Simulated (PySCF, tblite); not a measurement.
## A complex of ammonium and 2 × water

A gas-phase complex of ammonium and 2 × water; charge +1, singlet. The structure comes from a short search (6 tight-binding starts) and was relaxed by PBE0-D3(BJ)/def2-TZVPD; another way of binding may lie lower. No frequency run checks that it is a minimum.

Parts: 1 = ammonium ([NH4+]), atoms 1–5, charge +1; 2 = water (O), atoms 6–8; 3 = water (O), atoms 9–11.

Coordinates in Å:
```
N1     -0.242   -0.332   -0.255
H2      0.682   -0.736   -0.395
H3     -0.316    0.568   -0.789
H4     -0.392   -0.160    0.769
H5     -0.940   -0.987   -0.600
O6     -0.616    0.125    2.409
H7     -0.904   -0.507    3.075
H8     -0.473    0.956    2.872
O9     -0.432    2.034   -1.608
H10    -1.209    2.599   -1.664
H11     0.207    2.395   -2.230
```

Contacts between parts, classed by geometry: H4···O6 1.679 Å (hydrogen bond, 179°); H3···O9 1.683 Å (hydrogen bond, 178°).

Interaction energies are complex less parts, with the parts frozen as they stand in it; counterpoise-corrected, in kcal/mol (PySCF).

Task: Give the interaction energy at each level run.

Result: 
```csv
level,interaction,superposition error removed
wB97M-D3(BJ)/def2-TZVPD,-38.32,-0.17
PBE0-D3(BJ)/def2-TZVPD,-39.83,-0.18
RI-MP2/def2-TZVPD,-36.68,-1.35
```

Task: What holds them together? Decompose the wB97M-D3(BJ)/def2-TZVPD energy: frozen parts, their antisymmetrised product, then relaxation.

Result: electrostatic -45.0, Pauli repulsion +31.0, orbital relaxation -22.7, dispersion correction -1.8 kcal/mol, which sum to the value before the counterpoise correction; the Pauli term holds the exchange-correlation of the frozen density too. Of the attraction, 65 % is electrostatic, 33 % is orbital relaxation, 3 % is dispersion correction.

Task: Are the pair energies additive?

Result: The pairs sum to -41.11 kcal/mol (1–2 -20.9, 1–3 -20.9, 2–3 0.7); the rest of +2.79 is a many-body weakening.

The parts were also relaxed and run alone, at the levels used for the complex: shieldings by PBE0/pcSseg-2; core levels by delta-SCF with SCAN, pcX-2 on the ionised atom and pcseg-1 elsewhere, spin-free X2C.

Values alone: N1–H4 bond (Å): 1.024; shielding of H4 (ppm): 26.51; shielding of O6 (ppm): 329.1; shielding of H3 (ppm): 26.51; shielding of O9 (ppm): 329.1; N1 1s core level (eV): 417.02; O6 1s core level (eV): 539.76; O9 1s core level (eV): 539.76.

Task: What does binding change?

Result: 
```json
{"property": "N1–H4 bond (Å)", "alone": "1.024", "in the complex": "1.050", "change": "+0.026"}
{"property": "shielding of H4 (ppm)", "alone": "26.51", "in the complex": "20.67", "change": "-5.84"}
{"property": "shielding of O6 (ppm)", "alone": "329.1", "in the complex": "312.7", "change": "-16.4"}
{"property": "shielding of H3 (ppm)", "alone": "26.51", "in the complex": "20.73", "change": "-5.78"}
{"property": "shielding of O9 (ppm)", "alone": "329.1", "in the complex": "312.6", "change": "-16.6"}
{"property": "N1 1s core level (eV)", "alone": "417.02", "in the complex": "413.49", "change": "-3.53"}
{"property": "O6 1s core level (eV)", "alone": "539.76", "in the complex": "544.58", "change": "+4.82"}
{"property": "O9 1s core level (eV)", "alone": "539.76", "in the complex": "544.61", "change": "+4.85"}
```
